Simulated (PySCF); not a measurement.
## Name the molecule from its bond curve

A diatomic of charge 0 contains B. Its singlet curve at RHF-CCSD(T) in a double-zeta basis (spin-free X2C with a Gaussian nucleus, PySCF), in eV from the separated fragments:

(R (Å), E (eV)): (1.159, -6.610), (1.211, -6.993), (1.249, -7.138), (1.288, -7.190), (1.327, -7.170), (1.378, -7.059), (1.443, -6.825), (1.520, -6.459)

The fit gives ωe = 1338 cm⁻¹ and the rotational constant Bₑ = 1.442 cm⁻¹.

Which atom is the partner?

The minimum lies at 1.295 Å, so the reduced mass is 16.8576 u Å² cm⁻¹/(Bₑ·Re²) = 6.971 u. With B at 11.01 u the partner weighs about 19.0 u: F. The molecule is BF.

Correlated steps freeze 2 core orbitals.
